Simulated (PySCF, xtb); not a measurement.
cyclobutane (C4H8), SMILES C1CCC1.

xtb with GFN2-xTB at its own geometry gives an orbital gap of 12.53 eV and a dipole moment of 0.00 D.

The structure is a stationary point at PBE0-D3(BJ)/def2-SVP.

Problem. What does PBE/def2-TZVP in PySCF give? (Estimate from the structure and the level; the computed values follow.)

Solution. gap 7.78 eV (levels -7.23 and 0.55 eV), dipole 0.00 D.
